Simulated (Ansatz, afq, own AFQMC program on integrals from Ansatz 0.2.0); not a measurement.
# Atomization energy of MgPH$_{2}$, quartet

```xyz
4

P     0.0000    0.0778    1.1641
Mg    0.0000    0.0174   -1.5257
H     0.0000   -1.2430    1.6870
H     0.0000   -1.5672   -0.6685
```

Connectivity, by distances: PH–MgH.

Atoms in their ground-state spins without spin–orbit coupling (mostly on UHF) minus the molecule (UHF), without zero-point energy. The geometry is a stationary point, not shown to be a minimum.

Basis cc-pVDZ. Noble-gas cores (and the filled d shells of Ga–Kr and In–Xe) are frozen. AFQMC by an in-house program on the Cholesky factors that Ansatz 0.2.0 writes for its CCSD(T) run. The CISD trial takes its coefficients from CCSD amplitudes. Released means that phaseless walkers are propagated on without the constraint, phases kept. Free projection: walkers drawn from exp(T), propagated without any constraint. Its projection time is finite, and what remains of the start isn't in its error. Uncertainties: one standard error, sampling alone. The errors of all members are added in quadrature.

No full CI on the walks' own integrals is used here; CCSDT(Q) serves as the reference and is uncertain by about the last step of the cluster series. Each member takes its own surest rung, up to full CI.

The best estimate is CCSD(T) at the basis-set limit (CBS: def2-TZVPP and def2-QZVPP, with their diffuse functions for anions and beside diffuse sets, MP2 extrapolated, CCSD(T) minus MP2 from TZVPP) plus the step from CCSD(T) to CCSDT(Q) in cc-pVDZ. Rows without CBS are in cc-pVDZ; B2PLYP and the wave-function rows carry a basis error of their own. Core correlation and relativity beyond core potentials are missing, and ± holds the sampling alone.

Cautions: MgPH₂ (quartet): lower spins were not checked, its ph-AFQMC/CISD value lies 25 ± 8 meV above CCSDT(Q).

Estimate: order these levels by their error in the atomization energy against the best estimate, smallest first.
A. CCSD(T)
B. MP2
C. HF
D. CCSD(T)/CBS

D (0.5 kcal/mol), A (18.2 kcal/mol), B (21.6 kcal/mol), C (42.2 kcal/mol).

Best estimate: 111.2 kcal/mol.

Best estimates are given only where the step beyond CCSD(T) is under 0.3 eV and no member's determinant is very poor (T1 over 0.05, or 0.07 for open shells, ⟨S²⟩ too high by 0.3, two states mixed), so the hardest cases are missing from such tables.

Each member of a difference takes its own highest rung, so a best estimate needn't equal the limit plus the step of one row. A walk keeps the symmetry of its determinant, which the program's search chose and which needn't be the lowest solution, so a lower state of the same spin and another symmetry isn't excluded.
